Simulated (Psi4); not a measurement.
# CH3FSi (SMILES C[Si]F): a chain of runs, part 3 of 3

Psi4 1.11. The steps go on from the part before.

## (4) The energy at CCSD(T)/def2-TZVPP (density fitting, density fitting for correlation) (run 9)

Input file run.py:

```python
import psi4

psi4.set_memory(3300000000)
psi4.set_num_threads(2)
psi4.core.set_output_file('psi4.out', False)

geom = psi4.geometry("""
0 1
C     -0.280264     0.381475    -0.140107
Si     0.513309    -0.582867     1.272619
F      1.406037    -1.602703     0.384651
H     -0.946575     1.172861     0.210015
H      0.497719     0.824008    -0.773955
H     -0.851487    -0.306555    -0.775972
symmetry c1
""")

psi4.set_options({
    'reference': 'rhf',
    'scf_type': 'df',
    'num_frozen_docc': 7,
    'cc_type': 'df',
})

e_tot, wfn = psi4.energy('ccsd(t)/def2-TZVPP', return_wfn=True)
print(f'total energy {e_tot:.8f} hartree = {e_tot * 27.211386:.5f} eV')
```

On the command line:

```sh
$ python run.py
```

psi4.out:

```text
For method 'CCSD(T)', SCF Algorithm Type (re)set to DISK_DF.

   => Loading Basis Set <=

    Name: DEF2-TZVPP
    Role: ORBITAL
    Keyword: BASIS

         ---------------------------------------------------------
                                   SCF
                              RHF Reference
                        2 Threads,   3147 MiB Core
         ---------------------------------------------------------

  ==> Geometry <==

    Molecular point group: c1
    Full point group: C1

    Geometry (in Angstrom), charge = 0, multiplicity = 1:

       Center              X                  Y                   Z               Mass
    ------------   -----------------  -----------------  -----------------  -----------------
         C           -0.867365313732     1.034300233575    -0.783345886982    12.000000000000
         SI          -0.073792313732     0.069958233575     0.629380113018    27.976926534650
         F            0.818935686268    -0.949877766425    -0.258587886982    18.998403162730
         H           -1.533676313732     1.825686233575    -0.433223886982     1.007825032230
         H           -0.089382313732     1.476833233575    -1.417193886982     1.007825032230
         H           -1.438588313732     0.346270233575    -1.419210886982     1.007825032230

  Running in c1 symmetry.

  Rotational constants: A =      0.72188  B =      0.26198  C =      0.19931 [cm^-1]
  Rotational constants: A =  21641.30674  B =   7853.81936  C =   5975.29708 [MHz]
  Nuclear repulsion =   98.643231897067977

  Charge       = 0
  Multiplicity = 1
  Electrons    = 32
  Nalpha       = 16
  Nbeta        = 16

  ==> Algorithm <==

  SCF Algorithm Type is DISK_DF.
  DIIS enabled.
  MOM disabled.
  Fractional occupation disabled.
  Guess Type is SAD.
  Energy threshold   = 1.00e-08
  Density threshold  = 1.00e-08
  Integral threshold = 1.00e-12

  ==> Primary Basis <==

  Basis Set: DEF2-TZVPP
    Blend: DEF2-TZVPP
    Number of shells: 54
    Number of basis functions: 146
    Number of Cartesian functions: 165
    Spherical Harmonics?: true
    Max angular momentum: 3

   => Loading Basis Set <=

    Name: (DEF2-TZVPP AUX)
    Role: JKFIT
    Keyword: DF_BASIS_SCF

  ==> Integral Setup <==

  ==> DiskDFJK: Density-Fitted J/K Matrices <==

    J tasked:                  Yes
    K tasked:                  Yes
    wK tasked:                  No
    Integrals threads:           2
    Memory [MiB]:             2360
    Algorithm:                Core
    Integral Cache:           SAVE
    Schwarz Cutoff:          1E-12
    Fitting Condition:       1E-10

   => Auxiliary Basis Set <=

  Basis Set: (DEF2-TZVPP AUX)
    Blend: DEF2-UNIVERSAL-JKFIT
    Number of shells: 106
    Number of basis functions: 334
    Number of Cartesian functions: 397
    Spherical Harmonics?: true
    Max angular momentum: 4

  Minimum eigenvalue in the overlap matrix is 5.1148417921E-04.
  Reciprocal condition number of the overlap matrix is 7.0549442043E-05.
    Using symmetric orthogonalization.

  ==> Pre-Iterations <==

  SCF Guess: Superposition of Atomic Densities via on-the-fly atomic UHF (no occupation information).

   -------------------------
    Irrep   Nso     Nmo
   -------------------------
     A        146     146
   -------------------------
    Total     146     146
   -------------------------

  ==> Iterations <==

                           Total Energy        Delta E     RMS |[F,P]|

   @DF-RHF iter SAD:  -427.15849287099479   -4.27158e+02   0.00000e+00
   @DF-RHF iter   1:  -427.97343124532841   -8.14938e-01   3.25888e-03 ADIIS/DIIS
   @DF-RHF iter   2:  -428.05294507820940   -7.95138e-02   1.76447e-03 ADIIS/DIIS
   @DF-RHF iter   3:  -428.07612764420867   -2.31826e-02   2.71700e-04 ADIIS/DIIS
   @DF-RHF iter   4:  -428.07729131347907   -1.16367e-03   1.05410e-04 ADIIS/DIIS
   @DF-RHF iter   5:  -428.07749063751129   -1.99324e-04   2.59676e-05 DIIS
   @DF-RHF iter   6:  -428.07750421956212   -1.35821e-05   5.56706e-06 DIIS
   @DF-RHF iter   7:  -428.07750517039358   -9.50831e-07   1.20947e-06 DIIS
   @DF-RHF iter   8:  -428.07750521654890   -4.61553e-08   2.44577e-07 DIIS
   @DF-RHF iter   9:  -428.07750521856764   -2.01874e-09   5.94093e-08 DIIS
   @DF-RHF iter  10:  -428.07750521870355   -1.35913e-10   1.39849e-08 DIIS
   @DF-RHF iter  11:  -428.07750521871077   -7.21911e-12   3.63716e-09 DIIS
  Energy and wave function converged.

  ==> Post-Iterations <==

    Orbital Energies [Eh]
    ---------------------

    Doubly Occupied:

       1A    -68.816777     2A    -26.277797     3A    -11.209490
       4A     -6.160404     5A     -4.263244     6A     -4.263144
       7A     -4.261404     8A     -1.575862     9A     -0.954345
      10A     -0.739074    11A     -0.660791    12A     -0.649303
      13A     -0.565252    14A     -0.559456    15A     -0.531731
      16A     -0.335974

    Virtual:

      17A      0.038085    18A      0.120754    19A      0.141461
      20A      0.197980    21A      0.208007    22A      0.226857
      23A      0.294601    24A      0.323206    25A      0.324541
      26A      0.327302    27A      0.343085    28A      0.369533
      29A      0.391825    30A      0.443730    31A      0.466297
      32A      0.469752    33A      0.529144    34A      0.569633
      35A      0.626732    36A      0.641613    37A      0.685353
      38A      0.756386    39A      0.812329    40A      0.827345
      41A      0.865609    42A      0.867476    43A      0.894486
      44A      1.047869    45A      1.054158    46A      1.065446
      47A      1.072850    48A      1.096664    49A      1.123182
      50A      1.146755    51A      1.165550    52A      1.182941
      53A      1.213186    54A      1.287886    55A      1.323704
      56A      1.338638    57A      1.339589    58A      1.401209
      59A      1.413959    60A      1.453163    61A      1.476734
      62A      1.500571    63A      1.564114    64A      1.597574
      65A      1.627530    66A      1.660413    67A      1.661629
      68A      1.707993    69A      1.724947    70A      1.754051
      71A      1.819257    72A      1.925746    73A      2.234172
      74A      2.237016    75A      2.391442    76A      2.427647
      77A      2.476317    78A      2.733847    79A      2.769846
      80A      2.833591    81A      2.846379    82A      2.924100
      83A      2.979036    84A      3.115883    85A      3.171262
      86A      3.227548    87A      3.260160    88A      3.268752
      89A      3.311578    90A      3.414034    91A      3.430585
      92A      3.608466    93A      3.693385    94A      3.720495
      95A      3.722543    96A      3.745203    97A      3.766936
      98A      3.823418    99A      3.878303   100A      3.959698
     101A      4.087833   102A      4.098626   103A      4.113442
     104A      4.165622   105A      4.261522   106A      4.275339
     107A      4.385661   108A      4.406060   109A      4.415311
     110A      4.448676   111A      4.553135   112A      4.786157
     113A      4.829749   114A      4.865916   115A      4.883690
     116A      4.888949   117A      4.955161   118A      5.070365
     119A      5.387507   120A      5.406842   121A      5.415907
     122A      5.449516   123A      5.508655   124A      5.619096
     125A      5.643712   126A      5.695380   127A      5.965669
     128A      5.976020   129A      6.580936   130A      6.804468
     131A      6.969818   132A      7.406644   133A      7.407535
     134A      7.417063   135A      7.426446   136A      7.476375
     137A      7.524288   138A      7.750421   139A      8.934259
     140A      8.960000   141A      9.193089   142A      9.249489
     143A      9.429578   144A     11.628603   145A     24.454787
     146A     58.754449

    Final Occupation by Irrep:
              A
    DOCC [    16 ]
    NA   [    16 ]
    NB   [    16 ]

  @DF-RHF Final Energy:  -428.07750521871077

   => Energetics <=

    Nuclear Repulsion Energy =             98.6432318970679773
    One-Electron Energy =                -789.7933792942097853
    Two-Electron Energy =                 263.0726421784310674
    Total Energy =                       -428.0775052187107690

Computation Completed

Properties will be evaluated at   0.000000,   0.000000,   0.000000 [a0]

Properties computed using the SCF density matrix

 Multipole Moments:

 ------------------------------------------------------------------------------------
     Multipole            Electronic (a.u.)      Nuclear  (a.u.)        Total (a.u.)
 ------------------------------------------------------------------------------------

 L = 1.  Multiply by 2.5417464519 to convert [e a0] to [Debye]
 Dipole X            :          3.2295863           -3.6443558           -0.4147695
 Dipole Y            :         -3.8285178            4.3182254            0.4897076
 Dipole Z            :          2.6454212           -2.8075158           -0.1620947
 Magnitude           :                                                    0.6619078

 ------------------------------------------------------------------------------------

	total time  =          7 seconds =       0.12 minutes
  Constructing Basis Sets for FNOCC...

   => Loading Basis Set <=

    Name: (DEF2-TZVPP AUX)
    Role: JKFIT
    Keyword: DF_BASIS_SCF

   => Loading Basis Set <=

    Name: (DEF2-TZVPP AUX)
    Role: RIFIT
    Keyword: DF_BASIS_CC

        *******************************************************
        *                                                     *
        *                       DF-CCSD                       *
        *                 Density-fitted CCSD                 *
        *                                                     *
        *                                                     *
        *******************************************************

  ==> 3-index integrals <==

 => Primary Basis Set <=

  Basis Set: DEF2-TZVPP
    Blend: DEF2-TZVPP
    Number of shells: 54
    Number of basis functions: 146
    Number of Cartesian functions: 165
    Spherical Harmonics?: true
    Max angular momentum: 3

 => Auxiliary Basis Set <=

  Basis Set: (DEF2-TZVPP AUX)
    Blend: DEF2-TZVPP-RI
    Number of shells: 107
    Number of basis functions: 365
    Number of Cartesian functions: 452
    Spherical Harmonics?: true
    Max angular momentum: 4

  DFTensor Memory: Qso construction needs 0.117 GiB; user supplied 2.920 GiB.
    Number of auxiliary functions:         365

  ==> Memory <==

        Total memory available:              3.073 [GiB]
        CCSD memory requirements:            0.139 [GiB]
            3-index integrals:               0.049 [GiB]
            CCSD intermediates:              0.090 [GiB]
        (T) algorithm:                       0.021 [GiB] (low-memory)

  ==> Input parameters <==

        Freeze core orbitals?                 yes
        Use frozen natural orbitals?           no
        r_convergence:                  1.000e-07
        e_convergence:                  1.000e-06
        Number of DIIS vectors:                 8
        Number of frozen core orbitals:         7
        Number of active occupied orbitals:     9
        Number of active virtual orbitals:    130
        Number of frozen virtual orbitals:      0

  Begin singles and doubles coupled cluster iterations

   Iter  DIIS          Energy       d(Energy)          |d(T)|     time
      0   0 1   -0.5284222585   -0.5284222585    0.3405571266        1
      1   1 1   -0.5393906853   -0.0109684267    0.0743063537       16
      2   2 1   -0.5529315260   -0.0135408407    0.0291672868       18
      3   3 1   -0.5565081900   -0.0035766640    0.0147632680       21
      4   4 1   -0.5560599368    0.0004482532    0.0040490311       16
      5   5 1   -0.5560531358    0.0000068010    0.0016822480       17
      6   6 1   -0.5560803493   -0.0000272135    0.0005340077       13
      7   7 1   -0.5560664682    0.0000138811    0.0001981738       15
      8   8 1   -0.5560652904    0.0000011778    0.0000615361       15
```

It took 2.6 min on 2 threads of AMD EPYC (Zen 3), shared host.

Time ran out before the run finished.

## (5) The energy at MP2/def2-QZVPP (density fitting, density fitting for correlation) (run 10)

Input file ch3fsi.xyz:

```xyz
6
CH3FSi
C     -0.280264     0.381475    -0.140107
Si     0.513309    -0.582867     1.272619
F      1.406037    -1.602703     0.384651
H     -0.946575     1.172861     0.210015
H      0.497719     0.824008    -0.773955
H     -0.851487    -0.306555    -0.775972
```

Input file job.py:

```python
import psi4

psi4.set_memory('3300 MB')
psi4.set_num_threads(2)
psi4.set_output_file('psi4.out', False)

with open('ch3fsi.xyz') as f:
    atoms = ''.join(f.readlines()[2:])
m = psi4.geometry('0 1\n' + atoms + 'symmetry c1')

psi4.set_options(dict(basis='def2-QZVPP', scf_type='df', num_frozen_docc=7))

e, wfn = psi4.energy("mp2", molecule=m, return_wfn=True)
print('E =', round(e, 9))
```

On the command line:

```sh
$ python job.py
```

psi4.out, shortened:

```text
[...]
  Running in c1 symmetry.
[...]
  Nuclear repulsion =   98.643231897067977
[...]
  Multiplicity = 1
[...]
  Nalpha       = 16
  Nbeta        = 16
[...]
    Number of basis functions: 274
[...]
   @DF-RHF iter   1:  -427.98004103390150   -8.26525e-01   1.82300e-03 ADIIS/DIIS
[...]
   @DF-RHF iter  10:  -428.09343324121005   -2.00373e-10   9.07294e-09 DIIS
[...]
    Orbital Energies [Eh]
    ---------------------
    Doubly Occupied:
       1A    -68.819403     2A    -26.277923     3A    -11.209693
       4A     -6.160922     5A     -4.263983     6A     -4.263586
       7A     -4.262003     8A     -1.577376     9A     -0.954998
      10A     -0.740021    11A     -0.662333    12A     -0.651061
      13A     -0.565988    14A     -0.560211    15A     -0.532559
      16A     -0.336786
[...]
  @DF-RHF Final Energy:  -428.09343324121005
   => Energetics <=
    Nuclear Repulsion Energy =             98.6432318970679773
    One-Electron Energy =                -789.7956392792882525
    Two-Electron Energy =                 263.0589741410102533
    Total Energy =                       -428.0934332412100503
[...]
```

Standard output:

```text
E = -428.665531377
```

Run time: 19 s. Hardware: 2 threads of AMD EPYC (Zen 3), shared host; peak memory 0.65 GiB.

## (6) The series

| run | level | geom maxiter | max force g convergence | energy (Eh) | dipole moment (D) | HOMO energy (eV) | LUMO energy (eV) | wall time |
| --- | --- | --- | --- | --- | --- | --- | --- | --- |
| 1 | PBE-D4/def2-SVP (density fitting) | 60 | 0.0005 | -428.758858 | 1.46 | -5.47 | -2.95 | 1.7 min |
| 2 | PBE0-D4/def2-TZVP (density fitting) | 50 | 0.0002 | -429.067186 | 1.58 | -6.61 | -2.12 | 1.9 min |
| 3 | PBE0-D4/def2-TZVP (density fitting) | – | – | timeout | – | – | – | 10 min |
| 4 | PBE-D4/def2-TZVPP (density fitting) | – | – | -429.037486 | 1.50 | -5.49 | -2.96 | 61 s |
| 5 | r2SCAN-D4/def2-TZVPP (density fitting) | – | – | timeout | – | – | – | 2 min |
| 6 | B3LYP-D4/def2-TZVPP (density fitting) | – | – | -429.367115 | 1.52 | -6.44 | -2.32 | 49 s |
| 7 | PBE0-D4/def2-TZVPP (density fitting) | – | – | -429.068372 | 1.58 | -6.61 | -2.11 | 44 s |
| 8 | wB97M-V/def2-TZVPP (density fitting) | – | – | -429.272026 | 1.48 | -8.79 | -0.14 | 1.9 min |
| 9 | CCSD(T)/def2-TZVPP (density fitting, density fitting for correlation) | – | – | timeout | – | – | – | 2.6 min |
| 10 | MP2/def2-QZVPP (density fitting, density fitting for correlation) | – | – | -428.665531 | – | -9.16 | 0.87 | 19 s |

## (7) What came out

This closing draws on all 3 parts.

| quantity | value |
| --- | --- |
| run 10, MP2/def2-QZVPP: total energy | -428.66553 Eh |
| run 10, MP2/def2-QZVPP: HOMO energy (Hartree–Fock orbitals) | -9.16 eV |
| run 10, MP2/def2-QZVPP: LUMO energy (Hartree–Fock orbitals) | 0.87 eV |
| run 10, MP2/def2-QZVPP: HOMO–LUMO gap (Hartree–Fock orbitals) | 10.04 eV |
| run 10, MP2/def2-QZVPP: correlation energy (7 core orbitals frozen) | -572.1 mEh |

Over runs 4, 6, 7, 8 the dipole moment (its size) runs from 1.48 D (wB97M-V/def2-TZVPP) to 1.58 D (PBE0-D4/def2-TZVPP). Over runs 4, 6, 7, 8 the HOMO–LUMO gap runs from 2.53 eV (PBE-D4/def2-TZVPP) to 8.65 eV (wB97M-V/def2-TZVPP). Totals of different functionals can't be ranked against each other. All runs together took 24 min, the longest 10 min. 3 of the 10 runs did not end normally.
